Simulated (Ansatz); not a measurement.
Working through a rigid scan of one bond angle of H2MgO2, SMILES [OH][Mg][OH]

Computed with the Ansatz DFT code, driven from Python.

The cells in order, each with its output:

```python
import warnings

import ansatz as az
from ase import Atoms
```

```python
warnings.simplefilter("ignore", az.DeckWarning)

atoms = Atoms(["O", "Mg", "O", "H", "H"], positions=[
    (-1.6641, -0.1492, -1.0468),
    (0.0026, -0.1566, -0.0348),
    (1.6924, -0.2016, 0.9769),
    (-2.3302, 0.0872, -0.3772),
    (2.3492, 0.3465, 0.4405),
])
```

```python
# relax first, so that the scan starts from a minimum
first = (
    az.Crystal.molecule_from_ase(atoms).calculation()
    .basis(gaussian="def2-SVP")
    .functional("hf")
    .relax(force_tolerance=0.02, max_steps=80)
)
atoms.positions = first.run(threads=1).report["positions_ang"]
```

```python
rows = []
for angle in [85, 95, 105, 115, 125, 140, 160]:
    bent = atoms.copy()
    bent.set_angle(1, 0, 3, angle, indices=[3])
    calculation = az.Crystal.molecule_from_ase(bent).calculation()
    calculation = calculation.basis(gaussian="def2-SVP")
    calculation = calculation.functional("hf")
    rows.append((angle, calculation.run(threads=1).report["free_energy_ev"]))
floor = min(e for _, e in rows)
for angle, e in rows:
    print(f"angle Mg1-O0-H3 = {angle:3d} deg   {1000 * (e - floor):9.1f} meV")
```

    angle Mg1-O0-H3 =  85 deg       760.0 meV
    angle Mg1-O0-H3 =  95 deg       521.7 meV
    angle Mg1-O0-H3 = 105 deg       349.2 meV
    angle Mg1-O0-H3 = 115 deg       224.5 meV
    angle Mg1-O0-H3 = 125 deg       135.9 meV
    angle Mg1-O0-H3 = 140 deg        52.4 meV
    angle Mg1-O0-H3 = 160 deg         0.0 meV

The scan is rigid, and the energies are electronic, in a modest basis. The zero is the lowest point of the grid, which needn't be the minimum. Run time: 4.3 s on 1 thread of Arm Neoverse V2, on a shared host, peak memory 0.17 GiB.
